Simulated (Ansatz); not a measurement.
Ansatz (a program for electronic structure) input (PBE/6-311+G**): The .json file is the Basis Set Exchange's 6-311+G**.

Ansatz 0.2 input:
```yaml
crystal:
  periodic: [false, false, false]
  atoms:
    - {symbol: C, position_ang: [0.00514113, -0.00331061, 1.49779011]}
    - {symbol: C, position_ang: [0.00056548, 0.02470296, 0.18925168]}
    - {symbol: H, position_ang: [0.01030878, -0.74888768, 2.27760864]}
    - {symbol: C, position_ang: [-0.00643171, 1.31181270, -0.59526904]}
    - {symbol: H, position_ang: [-0.00709440, 2.18033142, 0.06039938]}
    - {symbol: H, position_ang: [0.87060517, 1.36572641, -1.24685854]}
    - {symbol: H, position_ang: [-0.88825279, 1.35983653, -1.24083432]}
    - {symbol: C, position_ang: [0.00198932, -1.24513478, -0.63655897]}
    - {symbol: H, position_ang: [0.00711454, -2.13749620, -0.01263847]}
    - {symbol: H, position_ang: [-0.88090288, -1.27691550, -1.28146295]}
    - {symbol: H, position_ang: [0.88063626, -1.27101664, -1.28749636]}
basis:
  gaussian:
    orbitals: 6-311+G__.json
hamiltonian:
  xc: {name: PBE}
magnetization: {spin_polarized: true, initial_magnetization: 1}
output: {forces: true}
```

**Question.** What final total energy does it give?

**Answer.** -156.35477 Eh.
